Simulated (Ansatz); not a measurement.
in.yaml

```yaml
crystal:
  periodic: [false, false, false]
  atoms:
    - {symbol: Si, position_ang: [0.000000, 0.000000, 1.954501]}
    - {symbol: B, position_ang: [0.000000, 0.000000, 0.000000]}
    - {symbol: Si, position_ang: [0.000000, 0.000000, -1.954501]}
basis:
  gaussian: {orbitals: 6-31G}
magnetization: {spin_polarized: true, initial_magnetization: 1}
hamiltonian: {xc: hf}
output: {orbitals: {seedname: orbitals}}
```

```sh
$ ansatz run in.yaml --threads 1 --pin off --events-out ev --progress --plain --max-ram 2393MiB
```

Roughly how long does this take on 1 thread of Intel Xeon Platinum 8488C, shared host, and how much host memory?

2 s wall and 0.17 GiB.

```
406 factors; integrals over basis functions are off by at most 8.9e-5 eV
mean field evaluation 1: about -16386.7889 eV, gradient 8.3e0 eV
mean field evaluation 2: about -16386.7925 eV, gradient 8.3e0 eV
mean field evaluation 4: about -16387.5794 eV, gradient 1.8e0 eV
mean field evaluation 8: about -16387.6278 eV, gradient 1.1e-2 eV
mean field evaluation 16: about -16387.6278 eV, gradient 4.2e-3 eV
mean field evaluation 32: about -16389.2155 eV, gradient 1.2e0 eV
mean field evaluation 64: about -16389.7451 eV, gradient 1.8e-2 eV
mean field evaluation 96: about -16389.7331 eV, gradient 1.6e-1 eV
mean field evaluation 128: about -16389.4442 eV, gradient 1.2e0 eV
mean field evaluation 160: about -16389.1288 eV, gradient 2.2e0 eV
mean field evaluation 192: about -16389.2724 eV, gradient 6.2e-1 eV
mean field evaluation 224: about -16389.6982 eV, gradient 5.7e-1 eV
mean field evaluation 256: about -16389.2455 eV, gradient 2.2e-1 eV
mean field evaluation 288: about -16388.3692 eV, gradient 1.1e0 eV
mean field evaluation 320: about -16389.2520 eV, gradient 1.6e-2 eV
mean field evaluation 352: about -16387.6278 eV, gradient 1.5e-4 eV
mean field -16389.74512924 eV, -602.3120241312 hartree, gradient 6.6e-6 eV, S^2 1.536476; 16 other end points of the search recorded, 0 dependent functions left out
reference -16389.74512924 eV, -602.3120241312 hartree; 17, 16 occupied and 18, 19 virtual orbitals, 406 factors
Total energy: -16389.74512924 eV, -602.3120241312 hartree
```
